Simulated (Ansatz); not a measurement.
# H9NSi2: the cost of one run

All numbers below are computed with Ansatz 0.2.0 (RKS B3LYP-D4/6-31G*).

## 1. The system as given

Bond lengths: Si1–H3 1.460 Å, Si1–H4 1.459 Å, Si1–H5 1.459 Å, Si1–N6 2.120 Å, N6–H7 1.060 Å, N6–Si8 1.820 Å, Si8–H9 1.460 Å, Si8–H10 1.460 Å, Si8–H11 1.460 Å. Angles (14 of 15 angles, heavy atoms first): Si1–N6–Si8 120.0°, H3–Si1–N6 178.9°, H4–Si1–N6 70.0°, H5–Si1–N6 70.0°, Si1–N6–H7 120.0°, H7–N6–Si8 120.0°, N6–Si8–H9 109.5°, N6–Si8–H10 109.5°, N6–Si8–H11 109.5°, H3–Si1–H4 109.5°, H3–Si1–H5 109.5°, H4–Si1–H5 109.5°, H9–Si8–H10 109.4°, H9–Si8–H11 109.4°.

Structure file:

```xyz
12

Si    0.0000    0.0000    0.0000
H     0.0000    0.0000    1.8100
H     1.3768    0.0000   -0.4862
H    -0.6877    1.1914   -0.4862
H    -0.6877   -1.1914   -0.4862
N    -2.0118    0.0000    0.6685
H    -2.7319   -0.6071    0.1822
Si   -2.5026    1.0424    2.0773
H    -3.1705    0.2206    3.0824
H    -1.3164    1.6591    2.6639
H    -3.4153    2.0851    1.6175
H    -0.9927    0.0000    1.7642
```

## 2. Pulling towards end A

Springs on the bonds that form and break draw the guess towards this end; the thresholds are loose.

Input file input.yaml:

```yaml
crystal:
  periodic: [false, false, false]
  atoms:
    - { symbol: Si, position_ang: [0.0, 0.0, 0.0] }
    - { symbol: H, position_ang: [0.0, 0.0, 1.81] }
    - { symbol: H, position_ang: [1.3768, 0.0, -0.4862] }
    - { symbol: H, position_ang: [-0.6877, 1.1914, -0.4862] }
    - { symbol: H, position_ang: [-0.6877, -1.1914, -0.4862] }
    - { symbol: "N", position_ang: [-2.0118, 0.0, 0.6685] }
    - { symbol: H, position_ang: [-2.7319, -0.6071, 0.1822] }
    - { symbol: Si, position_ang: [-2.5026, 1.0424, 2.0773] }
    - { symbol: H, position_ang: [-3.1705, 0.2206, 3.0824] }
    - { symbol: H, position_ang: [-1.3164, 1.6591, 2.6639] }
    - { symbol: H, position_ang: [-3.4153, 2.0851, 1.6175] }
    - { symbol: H, position_ang: [-0.9927, 0.0, 1.7642] }
basis:
  gaussian: { orbitals: "6-31G*" }
hamiltonian:
  xc: b3lyp
  dispersion: d4
relax:
  f_tol: 0.15
  max_steps: 25
  restrain:
    - { distance: [0, 5], at: 3.02, k: 30.0 }
    - { distance: [11, 1], at: 1.86, k: 30.0 }
    - { distance: [0, 1], at: 1.46, k: 30.0 }
    - { distance: [11, 5], at: 1.06, k: 30.0 }
output:
  orbitals: {}
```

Started as:

```
> ansatz run input.yaml --threads 1 --pin off --max-ram 2048MiB --backend cpu --events-out ev --progress --plain --runs-dir out
```

**Question.** How long does this run take on 1 thread of Intel Xeon 6975P-C (Granite Rapids), shared host, and how much memory does it need?

About 23 s, with a peak of 0.16 GiB.
